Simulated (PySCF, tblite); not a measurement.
**C₃HO radical: geometry, infrared bands and EPR parameters**

Wanted: the infrared bands and EPR parameters of C₃HO radical (`O=c1[c]c1`), by calculation.

Programs: tblite 0.8.0 and PySCF 2.14.0, with density-fitted response routines of our own. Each step states its level of theory. These are calculated values for one molecule in the gas phase, unless marked as measured. Atoms count from 0, in the outputs and in this text.

### 1 Starting geometry

5 atoms, charge 0, multiplicity 2; geometry from: force field or distance geometry start.

Bonds of the start (Å): O0–C1 1.27, C1–C2 1.37, C2–C3 1.38, C3–C1 1.37, C3–H4 1.09.

### 2 Optimising the geometry with GFN2-xTB

The job: settings as JSON, then the geometry in Å.

```
{"job": {"kind": "relax", "xc": "GFN2-xTB", "basis": "xTB"}, "charge": 0, "multiplicity": 2}
O      1.802400    -0.509900     0.016400
C      0.644200     0.016800    -0.014300
C     -0.083900     1.181800    -0.057000
C     -0.725000    -0.037000    -0.005600
H     -1.629100    -0.648800     0.043400
```

The run is started by

```
$ OMP_NUM_THREADS=1 python probes_run.py task.json out
```

One launch serves the whole session: the jobs run in the order shown.

**Question.** This job is followed by: GFN2-xTB harmonic vibrations, gas phase; UKS B3LYP, pcH-1 on C H O, non-relativistic, mean-field spin-orbit, GIAO. Predict these results of the whole session: strongest single infrared mode (GFN2-xTB); zero-point energy (GFN2-xTB); g(iso) (B3LYP); ⟨S²⟩; largest a(iso); potential on the surface of density 0.002 e/bohr³, 1st and 99th percentile.

**Answer**, as computed:

```
                                                                  quantity                  value
                                 strongest single infrared mode (GFN2-xTB)  2053 cm⁻¹, 570 km/mol
                                              zero-point energy (GFN2-xTB)          15.9 kcal/mol
                                                            g(iso) (B3LYP)                2.00251
                                                                      ⟨S²⟩     0.754 (exact 0.75)
                                                            largest a(iso)   13C on C2, 179.2 MHz
potential on the surface of density 0.002 e/bohr³, 1st and 99th percentile     -1.16 V and 2.09 V
```

**Reading.** The optimisation took 16 steps and gained 0.517 eV; among the close pairs (by a distance rule), O0–C1 changed most, from 1.273 to 1.181 Å. No mode is imaginary among the 9: a minimum at this level. The strongest single mode, at 2053 cm⁻¹, moves mainly C1. Unscaled tight-binding wavenumbers are off by several per cent, some by more. Its intensities can rank the bands wrongly. C2 carries the largest spin population, 0.47 e. The isotropic g lies 0.2 ppt above the free-electron value. The conformer search found further structures of the same energy, which may be mirror or relabelled copies of this one.
